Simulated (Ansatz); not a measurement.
Input and output for CH$_{4}$NO$_{2}$P, SMILES `OC(O)=NP`.

```yaml
crystal:
  periodic: [false, false, false]
  atoms:
    - {symbol: O, position_ang: [-0.055135, 1.750241, 0.132765]}
    - {symbol: C, position_ang: [0.594966, 0.622434, 0.383658]}
    - {symbol: O, position_ang: [1.718053, 0.895452, 1.033359]}
    - {symbol: N, position_ang: [0.276927, -0.578239, 0.090364]}
    - {symbol: P, position_ang: [-1.198512, -0.790741, -0.749058]}
    - {symbol: H, position_ang: [-0.871238, 1.510947, -0.343575]}
    - {symbol: H, position_ang: [2.145059, 0.042672, 1.187239]}
    - {symbol: H, position_ang: [-0.759893, -1.662682, -1.778281]}
    - {symbol: H, position_ang: [-1.761728, -1.836485, 0.026328]}
basis:
  gaussian: {orbitals: cc-pVTZ}
hamiltonian: {xc: {name: SPW92}}
output: {forces: true}
```

```sh
$ ansatz run in.yaml --threads 2 --pin off --events-out ev --progress --plain --max-ram 4352MiB
```

Output, abridged:

```
Functional definition: SPW92
1178 factors; their error is unknown
mean field evaluation 1: about -15882.3739 eV, gradient 7.9e1 eV
mean field evaluation 2: about -15850.8622 eV, gradient 1.4e2 eV
mean field evaluation 4: about -15892.3536 eV, gradient 1.8e1 eV
mean field evaluation 8: about -15892.9040 eV, gradient 1.9e-1 eV
mean field evaluation 16: about -15892.8785 eV, gradient 4.1e-3 eV
mean field -15892.87853771 eV, -584.0525136809 hartree, gradient 2.3e-5 eV, S^2 0.000000; 0 other end points of the search recorded, 0 dependent functions left out
reference -15892.87857154 eV, -584.0525149242 hartree; 24, 24 occupied and 186, 186 virtual orbitals, 1178 factors
Total energy: -15892.87857154 eV, -584.0525149242 hartree
Atom 0 at    -0.055135     1.750241     0.132765 Å, force     0.597561     0.173940     0.348392 eV/Å
Atom 1 at     0.594966     0.622434     0.383658 Å, force     0.009400     0.181893     0.023325 eV/Å
Atom 2 at     1.718053     0.895452     1.033359 Å, force    -0.281469     0.609062    -0.097015 eV/Å
Atom 3 at     0.276927    -0.578239     0.090364 Å, force     0.082671    -0.229179     0.023593 eV/Å
Atom 4 at    -1.198512    -0.790741    -0.749058 Å, force    -0.037968     0.597584     0.036665 eV/Å
Atom 5 at    -0.871238     1.510947    -0.343575 Å, force    -0.613831    -0.264399    -0.366473 eV/Å
Atom 6 at     2.145059     0.042672     1.187239 Å, force     0.248155    -0.607930     0.078553 eV/Å
Atom 7 at    -0.759893    -1.662682    -1.778281 Å, force     0.094805    -0.213575    -0.198568 eV/Å
Atom 8 at    -1.761728    -1.836485     0.026328 Å, force    -0.099324    -0.247396     0.151528 eV/Å
Dipole moment:    -0.055679    -0.190432    -0.049368 e Å
```

Run time 2.4 s (2 threads of an Arm Neoverse V1 on a shared host); peak host memory 0.23 GiB.
